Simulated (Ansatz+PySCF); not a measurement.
Two shapes of singlet CF4.

Shape 1:

```xyz
5

C     0.0000    0.0000    0.0000
F     0.7596    0.7596    0.7596
F     0.7596   -0.7596   -0.7596
F    -0.7596    0.7596   -0.7596
F    -0.7596   -0.7596    0.7596
```

Shape 2:

```xyz
5

C     0.0393   -0.0309   -0.0016
F     0.7939    0.7959    0.7572
F     0.7448   -0.7668   -0.7124
F    -0.7321    0.7442   -0.7985
F    -0.7794   -0.7377    0.8000
```

Basis set: def2-SVP (spherical functions). Frozen core: 5 orbitals. Charge 0, multiplicity 1.

Computed with Ansatz (development build ahead of 0.2.0); each method stands on the lowest determinant of its kind that the runs found.

(1) Which shape is lower in energy, and by how much in each method?

## Answers

(1)

| method | E(2) − E(1) (eV) |
| --- | --- |
| RHF | 0.243 |
| RHF-CCSD | 0.198 |
| PBE0 (restricted) | 0.191 |
| r²SCAN (unrestricted) | 0.174 |
| ωB97X (restricted) | 0.191 |

Shape 1 is lower.
